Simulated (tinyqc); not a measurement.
Worked calculation: geometry optimisation on the RHF/sto-6g surface (energies and gradients from PySCF), for H2O, spin multiplicity 1. Computed by tinyqc, a small Python program that keeps every step (integrals from PySCF). Settings: charge = 0, multiplicity = 1, basis = sto-6g, optimiser = bfgs, first Hessian = 0.15, largest step = 0.5, iteration cap = 30. Command: `OMP_NUM_THREADS=1 python tinyqc.py 22902 22903 out.jsonl` (the two numbers bound the seeds that draw the settings). One thread of a shared host (Intel(R) Xeon(R) Processor @ 2.60GHz), about 1 s of CPU time with the checks.

## Step 1: energy and gradient

positions at the start (bohr):
```
          x        y       z
1O  -0.0340   0.0926  0.0208
2H  -0.0643   1.4381  1.1660
3H  -0.0378  -1.3077  1.1508
```

Self-consistent energy and analytic gradient at these positions.

energy = -75.676703 hartree

gradient (hartree/bohr):
```
            x          y          z
1O  -0.001241   0.020330   0.068949
2H   0.001182  -0.054078  -0.043827
3H   0.000059   0.033748  -0.025122
```

## Step 1: move

Quasi-Newton step p = -H^(-1) g (first H = 0.15 times the unit matrix); steps longer than 0.5 bohr are cut back (factor 0.691 here).

positions after step 1 (bohr):
```
          x        y        z
1O  -0.0283  -0.0010  -0.2968
2H  -0.0697   1.6871   1.3678
3H  -0.0381  -1.4631   1.2665
```

## Step 2: energy and gradient

As before.

energy = -75.611530 hartree

gradient (hartree/bohr):
```
            x          y          z
1O   0.003521  -0.038840  -0.207523
2H  -0.002764   0.100513   0.118820
3H  -0.000757  -0.061673   0.088703
```

## Step 2: move

inverse Hessian in use (bohr^2/hartree):
```
         1        2        3        4        5        6        7        8
1   6.6658   0.0097   0.0479   0.0007  -0.0253  -0.0279   0.0002   0.0156
2   0.0097   6.5687  -0.5779  -0.0073   0.2516   0.3249  -0.0024  -0.1536
3   0.0479  -0.5779   3.8742  -0.0392   1.5064   1.6312  -0.0088  -0.9285
4   0.0007  -0.0073  -0.0392   6.6661   0.0190   0.0224  -0.0001  -0.0116
5  -0.0253   0.2516   1.5064   0.0190   6.0215  -0.8447   0.0063   0.3935
6  -0.0279   0.3249   1.6312   0.0224  -0.8447   5.7212   0.0054   0.5198
7   0.0002  -0.0024  -0.0088  -0.0001   0.0063   0.0054   6.6667  -0.0039
8   0.0156  -0.1536  -0.9285  -0.0116   0.3935   0.5198  -0.0039   6.4267
9  -0.0200   0.2530   1.1613   0.0167  -0.6616  -0.6858   0.0033   0.4087

         9
1  -0.0200
2   0.2530
3   1.1613
4   0.0167
5  -0.6616
6  -0.6858
7   0.0033
8   0.4087
9   6.1912
```

Quasi-Newton step p = -H^(-1) g (the inverse Hessian comes from BFGS updates; coordinates in the order x, y, z of each atom); steps longer than 0.5 bohr are cut back.

positions after step 2 (bohr):
```
          x        y        z
1O  -0.0329   0.0383  -0.0210
2H  -0.0665   1.5878   1.2171
3H  -0.0367  -1.4031   1.1415
```

## Convergence

Stop when the largest gradient component is below 3e-5 hartree/bohr. The inverse Hessian follows the BFGS update with s = step, y = change of gradient.

Course of the optimisation:
```
step  E (hartree)  largest gradient (hartree/bohr)
1      -75.676703                         6.89e-02
2      -75.611530                         2.08e-01
3      -75.676590                         5.92e-02
4      -75.510677                         6.30e-01
5      -75.679534                         3.66e-02
6      -75.680531                         2.23e-02
7      -75.681045                         1.55e-02
8      -75.681112                         9.81e-03
9      -75.681200                         1.72e-04
10     -75.681200                         7.63e-06
```

Final distances (angstrom):
```
pair   distance
2H-1O    0.9863
3H-1O    0.9863
3H-2H    1.5112
```

Converged in 10 steps.
